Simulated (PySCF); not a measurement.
## How good is the calculation?

Bonds (- single, = double, # triple, : aromatic): C1-C2 1.510 Å, C2=O3 1.208 Å, C2-C4 1.484 Å, C4-C5 1.513 Å, C5-C6 1.483 Å, C6-C4 1.513 Å. C1 carries H7, H8, H9; C4 carries H10; C5 carries H11, H12; C6 carries H13, H14. H11, H13 are cis to C2 on the ring; H12, H14 are trans to C2 on the ring.

Computational details: structure optimised with GFN2-xTB, GIAO PBE0/pcSseg-1 shieldings, in PySCF 2.14.0 with density-fitted response routines (a single conformation, non-relativistic Hamiltonian, no solvent, averaged over atoms made equivalent by symmetry, fast rotation or ring inversion).

Reference values: measured (solution, not stated per compound (mostly CDCl3 or CCl4); Pretsch, Buehlmann, Badertscher, Structure Determination of Organic Compounds, 4th ed. (2009)).
```tsv
atoms	quantity	reference	computed	computed, scaled
C4	δ ¹³C	20.1	21.9	19.2
C5/C6	δ ¹³C	9.6	14.2	11.7
H10	δ ¹H	1.83	1.71	1.70
```

Computed shifts are σ(ref) − σ with the named reference compound (TMS for H and C) calculated as an isolated molecule at the same level. The measured values may be among those fitted. Scaled to experiment by linear calibration (H and C: mostly CDCl3 data, vs TMS): ¹³C: δ = 179.97 − 0.974σ (rms 2.1 ppm, 958 shifts, 2.3 ppm with the 13 outliers that the fit left out); ¹H: δ = 30.01 − 0.943σ (rms 0.17 ppm, 504 shifts, 0.18 ppm with the 4 outliers that the fit left out). Occasional misses reach two or three times the rms, and more in compound classes unlike the fitted ones.

**Question.** How far are the unscaled ¹³C shifts from the references?

**Answer.** Mean signed difference +3.20 ppm, mean absolute 3.20 ppm over 2 comparisons; the largest is +4.6 ppm at C5/C6 (three-membered-ring carbon).

3 of the 5 published NMR values on file for this molecule are compared.
